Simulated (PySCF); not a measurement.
CS2, SMILES S=C=S. The structure is a stationary point at PBE0-D3(BJ)/def2-TZVP.

Question: Give the equilibrium geometry at PBE0-D3(BJ)/def2-TZVP (PySCF confirms it by a frequency run) as Cartesian coordinates in Å, and its point group. (An estimate is asked for; the answer gives what the named calculation found.)

Answer: point group D∞h.
```xyz
3

S      0.0000     0.0000     1.5483
C      0.0000     0.0000     0.0000
S      0.0000     0.0000    -1.5483
```
